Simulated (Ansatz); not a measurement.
**C4H5N: ionisation energy by level of theory**

How much energy removes an electron from C4H5N at fixed geometry? The cation is run at each level and the neutral's energy taken from earlier runs.

Computed with Ansatz 0.2.0, Gaussian basis. Level: unrestricted cation, the program's frozen cores in correlated methods.

Plan: UKS PBE-D4/def2-TZVPP; UKS r2SCAN-D4/def2-TZVPP; UKS PBE0-D4/def2-TZVPP; UKS B3LYP-D4/def2-TZVPP; UKS wB97X-V/def2-TZVPP; UKS wB97M-V/def2-TZVPP; UKS B2PLYP/def2-TZVPP; UHF-CCSD(T)/def2-TZVPP; UHF-MP2/def2-QZVPP; extrapolation to the limit; then −ε(HOMO) from the neutral's earlier runs with LDA (SPW92), PBE-D4, revPBE-D4, BLYP-D4, r2SCAN-D4, B97M-V, PBE0-D4, B3LYP-D4, r2SCANh-D4, r2SCAN0-D4, HSE06-D4, BHLYP-D4, CAM-B3LYP-D4, LC-ωPBE, ωB97X-V, ωB97M-V.

## (1) The geometry

All runs share one geometry, relaxed beforehand with PBE0-D4 in a triple-zeta def2 set.

SMILES `C/C=C/C#N`, 10 atoms, charge 0, spin multiplicity 1.

Atoms are counted from 1 here; the program's logs count them from 0.

Bond lengths: C1–C2 1.483 Å, C1–H6 1.094 Å, C1–H7 1.091 Å, C1–H8 1.094 Å, C2–C3 1.333 Å, C2–H9 1.087 Å, C3–C4 1.421 Å, C3–H10 1.086 Å, C4–N5 1.152 Å. Angles: C2–C1–H6 110.5°, C2–C1–H7 111.9°, C2–C1–H8 110.5°, H6–C1–H7 108.6°, H6–C1–H8 106.4°, H7–C1–H8 108.6°, C1–C2–C3 124.4°, C1–C2–H9 117.2°, C3–C2–H9 118.4°, C2–C3–C4 122.6°, C2–C3–H10 121.2°, C4–C3–H10 116.2°, C3–C4–N5 179.0°.

## (2) Cation, UKS PBE-D4/def2-TZVPP

File in.yaml:

```yaml
crystal:
  periodic: [false, false, false]
  atoms:
    - {symbol: C, position_ang: [-0.595275, -1.313657, 0.534024]}
    - {symbol: C, position_ang: [-0.179579, 0.100495, 0.373715]}
    - {symbol: C, position_ang: [0.498587, 0.572211, -0.673076]}
    - {symbol: C, position_ang: [0.877417, 1.936798, -0.786870]}
    - {symbol: N, position_ang: [1.193588, 3.039548, -0.897437]}
    - {symbol: H, position_ang: [-1.683020, -1.384776, 0.631451]}
    - {symbol: H, position_ang: [-0.279869, -1.929072, -0.309448]}
    - {symbol: H, position_ang: [-0.173870, -1.735574, 1.451711]}
    - {symbol: H, position_ang: [-0.450514, 0.791247, 1.168018]}
    - {symbol: H, position_ang: [0.792525, -0.077230, -1.492098]}
basis:
  gaussian: {orbitals: def2-TZVPP}
total_charge: 1
magnetization: {spin_polarized: true, initial_magnetization: 1}
hamiltonian: {xc: pbe, dispersion: d4}
```

Run with:

```console
> ansatz run in.yaml --threads 2 --pin off --events-out ev --progress --plain --max-ram 20480MiB --backend cpu
```

Further steps of the session: Cation, UKS r2SCAN-D4/def2-TZVPP; Cation, UKS PBE0-D4/def2-TZVPP; Cation, UKS B3LYP-D4/def2-TZVPP; Cation, UKS wB97X-V/def2-TZVPP; Cation, UKS wB97M-V/def2-TZVPP; Cation, UKS B2PLYP (frozen core)/def2-TZVPP; Cation, UHF-CCSD(T)/def2-TZVPP; Cation, UHF-MP2/def2-QZVPP.

Q: Predict the results of all the runs planned. Wanted: ionisation energy, CCSD(T)/CBS; nearest functional by difference; nearest −ε(HOMO); −ε(HOMO) of PBE; T1 of the cation.

As calculated:

| quantity | value |
| --- | --- |
| ionisation energy, CCSD(T)/CBS | 10.54 eV |
| nearest functional by difference | B2PLYP (-0.32 eV) |
| nearest −ε(HOMO) | LC-ωPBE (+0.07 eV) |
| −ε(HOMO) of PBE | 6.85 eV |
| T1 of the cation | 0.031 |

In words: By cation minus neutral, the functionals miss by 0.58 eV at most. The PBE orbital energy is 3.7 eV too small: a semilocal HOMO is no ionisation energy. Among orbital estimates LC-ωPBE comes nearest. Hartree-Fock falls 1.62 eV short, as the neutral has more correlation energy than the cation. The cation's T1 (from the report) is 0.031, near the customary mark of 0.045 for open shells, so the coupled-cluster value is less safe.
